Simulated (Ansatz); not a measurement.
Saddle point of CH10Si2, closed shell (CH₆Si ([CH3][SiH3]) + SiH₄ → CH₆Si ([CH3][SiH3]) + SiH₄; bonds formed: Si1–H7, C2–Si6; bonds broken: Si1–C2, Si6–H7), PBE0-D4/def2-TZVP structure:

| atom | x (Å) | y (Å) | z (Å) |
| --- | --- | --- | --- |
| Si1 | -0.7924 | 0.8617 | -0.7506 |
| C2 | 0.5014 | -0.8192 | -0.6933 |
| H3 | -1.4340 | 0.1233 | -1.9026 |
| H4 | -0.1286 | 2.0086 | -1.4278 |
| H5 | -1.9920 | 1.1481 | 0.0884 |
| Si6 | 0.3384 | -0.2090 | 1.3326 |
| H7 | 0.0941 | 1.2985 | 0.6163 |
| H8 | 1.6335 | 0.3403 | 1.8182 |
| H9 | 0.4773 | -1.6864 | 1.6185 |
| H10 | -0.8896 | 0.1042 | 2.1194 |
| H11 | 0.7549 | -0.3661 | -1.6620 |
| H12 | 1.4960 | -1.0678 | -0.2968 |
| H13 | -0.0588 | -1.7359 | -0.8603 |

Energies are electronic, without zero-point energy. Barriers and step energies count from the start structure reached by relaxing down the imaginary mode; all methods use the PBE0-D4 structures, on which another method's saddle can fall below an end. Computed with Ansatz 0.2.0 (basis: def2-TZVPP, with def2-QZVPP for the basis limit); correlated methods freeze the cores. B3LYP uses VWN-RPA correlation. Extrapolation: Hartree–Fock as exp(−7.88 √X), correlation as X^−2.97.

```json
{"method": "SPW92", "barrier (eV)": "2.457", "step energy (eV)": "0.000"}
{"method": "PBE-D4", "barrier (eV)": "2.756", "step energy (eV)": "0.000"}
{"method": "BLYP-D4", "barrier (eV)": "3.115", "step energy (eV)": "0.000"}
{"method": "r2SCAN-D4", "barrier (eV)": "?", "step energy (eV)": "0.000"}
{"method": "B97M-V", "barrier (eV)": "2.961", "step energy (eV)": "0.000"}
{"method": "PBE0-D4", "barrier (eV)": "2.882", "step energy (eV)": "0.000"}
{"method": "B3LYP-D4", "barrier (eV)": "?", "step energy (eV)": "0.000"}
{"method": "r2SCAN0-D4", "barrier (eV)": "2.984", "step energy (eV)": "0.000"}
{"method": "BHLYP-D4", "barrier (eV)": "?", "step energy (eV)": "0.000"}
{"method": "CAM-B3LYP-D4", "barrier (eV)": "3.272", "step energy (eV)": "0.000"}
{"method": "wB97X-V", "barrier (eV)": "3.137", "step energy (eV)": "0.000"}
{"method": "wB97M-V", "barrier (eV)": "3.051", "step energy (eV)": "0.000"}
{"method": "B2PLYP", "barrier (eV)": "3.262", "step energy (eV)": "0.000"}
{"method": "PBE-QIDH", "barrier (eV)": "3.016", "step energy (eV)": "0.000"}
{"method": "RPA on PBE", "barrier (eV)": "3.179", "step energy (eV)": "0.000"}
{"method": "HF", "barrier (eV)": "3.963", "step energy (eV)": "0.000"}
{"method": "MP2", "barrier (eV)": "3.118", "step energy (eV)": "0.000"}
{"method": "CCSD", "barrier (eV)": "3.281", "step energy (eV)": "0.000"}
{"method": "CCSD(T)", "barrier (eV)": "3.169", "step energy (eV)": "0.000"}
```

Fill in the withheld barriers. (To be estimated.)

The calculation gives: BHLYP-D4 3.346; B3LYP-D4 3.193; r2SCAN-D4 2.916 eV. Each is the energy of the saddle less that of the start structure, by the same method.

For comparison, the barrier by CCSD(T) at an estimated basis limit (MP2 extrapolated from triple and quadruple zeta, plus CCSD(T) − MP2 in triple zeta) is 3.101 eV.

The T1 diagnostic stays at or below 0.012.

Ligand swaps between two centres remove the fluorinated layer in thermal atomic layer etching, and scramble precursors in the gas phase.

Labels in which every atom is bracketed show which atoms are joined, not bond orders.

For scale, one of the runs: CCSD(T)/def2-TZVPP, 255 basis functions, launched by `ansatz run in.yaml --threads 4 --pin off --events-out ev --progress --plain --max-ram 9574MiB`. The run took 100 s on 4 CPU threads of an Arm Neoverse V1 (shared host), with 5.3 GiB of host memory at its peak.
